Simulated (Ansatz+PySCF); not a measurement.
A calculation with PySCF 2.14.0.

```python
from pyscf import gto, scf, mp

mol = gto.M(atom="""
C -0.003380 0.009160 -0.663150
C 0.009140 -0.004000 0.665950
H 0.001920 -0.922600 -1.235470
H -0.006900 0.923950 -1.241210
H 0.007900 -0.926000 1.236960
H 0.000020 0.937580 1.247970
""", basis='def2-svp', charge=0, spin=0)
mf = scf.RHF(mol)
mf.kernel()
pt = mp.MP2(mf, frozen=2).run()
print(mf.e_tot, pt.e_corr, pt.e_tot)
```

The script is written out from the run's settings.

The run gave:

* Converged: yes
* Reference energy: -77.97739 hartree
* Correlation energy: -0.27468 hartree
* Total energy: -78.25206 hartree
